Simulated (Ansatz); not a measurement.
# Iron, bcc: convergence with Methfessel-Paxton smearing

Computed with Ansatz, r²SCAN, scalar-relativistic PAW, on the relaxed cell (a = 2.869 Å; ferromagnetic, net 2.65 μB per atom). Errors count from a run at 500 eV on a Γ-centred 25×25×25 mesh with Fermi-Dirac smearing of 0.05 eV, extrapolated to zero width. Fixed here: cutoff 500 eV, mesh 15×15×15.

```tsv
width (eV)	E(σ→0) error (meV/atom)	F error (meV/atom)	P (GPa)	sphere moment (μB)	SCF iterations
0.01	-1.2	-1.2	0.16	2.83	16
0.03	-1.2	-1.2	0.15	2.83	16
0.1	-1.2	-1.2	0.03	2.83	14
0.2	-1.2	-1.1	0.00	2.83	15
0.3	-1.2	-0.9	0.01	2.83	15
1.0	3.4	20.7	1.11	2.88	14
```

**Question.** What does the run at 0.6 give (width)?

**Answer.** E(σ→0) error (meV/atom): -0.9; F error (meV/atom): 2.7; P (GPa): 0.08; sphere moment (μB): 2.83; SCF iterations: 14.
